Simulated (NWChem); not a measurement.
## Correlation energy of O (+1)

```xyz
1

O      0.0000     0.0000     0.0000
```
Charge +1, spin multiplicity 4.

All runs are NWChem calculations.

Basis set: def2-TZVP. Each correlation energy counts from its own Hartree-Fock reference.

The correlated methods keep 1 core orbital frozen. No SCF solution was tested for a lower state. Open-shell Hartree-Fock references start from PBE0 orbitals. Coupled-cluster values serve here as a point of comparison, not as the truth.

Task: For the correlation energy, SCS-UMP2 gives -90.7 mHa and CCSD[T] on UHF gives -112.9 mHa. What do CCSDT on ROHF, UMP2, CCSD[T] on ROHF give?

Result: CCSDT on ROHF: -117.3 mHa; UMP2: -96.1 mHa; CCSD[T] on ROHF: -117.2 mHa.
